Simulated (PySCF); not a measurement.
Species: `F[SiH3]` (fluorosilane). The columns A, B, C and D hold Mulliken, IAO, Hirshfeld and ESP-fitted charges (e) of one PBE0/pcSseg-1 density (PySCF), in a shuffled order. Coordinates in Å (GFN2-xTB); the density's dipole moment is (-1.78, 0.04, 0.27) D.

```json
{"atom": "F1", "x": "1.496", "y": "-0.037", "z": "-0.232", "A": "-0.545", "B": "-0.215", "C": "-0.322", "D": "-0.444"}
{"atom": "Si2", "x": "-0.091", "y": "0.003", "z": "0.011", "A": "+0.975", "B": "+0.429", "C": "+0.678", "D": "+0.812"}
{"atom": "H3", "x": "-0.469", "y": "1.393", "z": "-0.190", "A": "-0.143", "B": "-0.071", "C": "-0.119", "D": "-0.123"}
{"atom": "H4", "x": "-0.279", "y": "-0.456", "z": "1.378", "A": "-0.143", "B": "-0.071", "C": "-0.119", "D": "-0.123"}
{"atom": "H5", "x": "-0.649", "y": "-0.900", "z": "-0.983", "A": "-0.143", "B": "-0.071", "C": "-0.119", "D": "-0.123"}
```

Problem. Which column most likely holds the ESP-fitted charges?

Solution. C. Σ q r misses the density's dipole by 0.03 D (C), 0.54 D (B), 0.95 D (D), 1.62 D (A). Charges fitted to the outside potential are the only set here that is tied to the molecule's multipoles.

Problem. And the Hirshfeld charges?

Solution. B. The mean sizes are 0.172 e (B), 0.271 e (C), 0.325 e (D), 0.390 e (A), and Hirshfeld charges are commonly the smallest of these schemes.

As computed, A = IAO, B = Hirshfeld, C = ESP-fitted, D = Mulliken.

The Mulliken scheme counts on each atom the diagonal of the density matrix times the overlap matrix over that atom's basis functions. The ESP scheme is a least-squares fit of atom-centred charges to the potential on four shells outside the van der Waals surface, with the total charge fixed.

Geometry: GFN2-xTB; no solvent, vibrations or thermal averaging.
